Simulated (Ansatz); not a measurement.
Molecule: HO$_{2}$ (charge -1, singlet). It need not be the lowest isomer of its formula. Whether it binds its extra electron was not tested at this geometry. 
Coordinates optimised at B3LYP-D3(BJ)/def2-TZVP (Ansatz, an electronic-structure program):
```xyz
3

O      0.0573     0.8131    -0.0400
O      0.0422    -0.7090    -0.0152
H     -0.7961    -0.8331     0.4413
```
Charge -1, spin multiplicity 1.

Basis-set convergence of Hartree-Fock and CCSD correlation energies (hartree) with Ansatz. Correlated levels leave the core frozen unless marked. Spin-orbit coupling is left out. Non-relativistic.

| basis | functions | E(HF) | E(corr, CCSD) |
|---|---|---|---|
| aug-cc-pVDZ | 55 | -150.18341 | -0.43585 |
| aug-cc-pVTZ | 115 | -150.21773 | -0.52187 |
| aug-cc-pVQZ | 206 | -150.22689 | -0.55058 |

Extrapolating the two largest sets (X = 3 and 4) as X^-3: E(corr) = (64·(-0.55058) - 27·(-0.52187))/37 = -0.5715 Eh, an estimate of the basis-set limit. The largest set recovers 96.3 % of it, the smallest 76.3 %.
